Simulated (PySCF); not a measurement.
Relaxation of singlet H₂O

Computed with PBE0/[O def2-TZVP, H def2-TZVP], no relativity, density fitting, PySCF. A (50,194) grid was used.

A hand-made linear start, of D∞h symmetry, held to at least that symmetry:

Coordinates in bohr (charge 0 multiplicity 1):
```
O     0.0000    0.0000    0.0000
H     0.0000    0.0000    1.7952
H     0.0000    0.0000   -1.7952
```

Optimiser trace:
```csv
step,E − E(last) (kJ/mol),largest gradient (Eh/bohr)
0,1.49,0.01833
1,0.11,0.00514
2,0.00,0.00029
3,0.00,0.00000
```

It ends at D∞h with O–H 0.934 Å (×2); H–O–H 180.0°. No frequency check is given, so it may be a saddle point. Other isomers or separated fragments may lie lower.

Final geometry:
Z-matrix (Å, degrees; charge 0 multiplicity 1):
```
O
H  1 0.9339
H  1 0.9339 2 180.00
```

The relaxation took of the order of 5 core-seconds on a shared host.
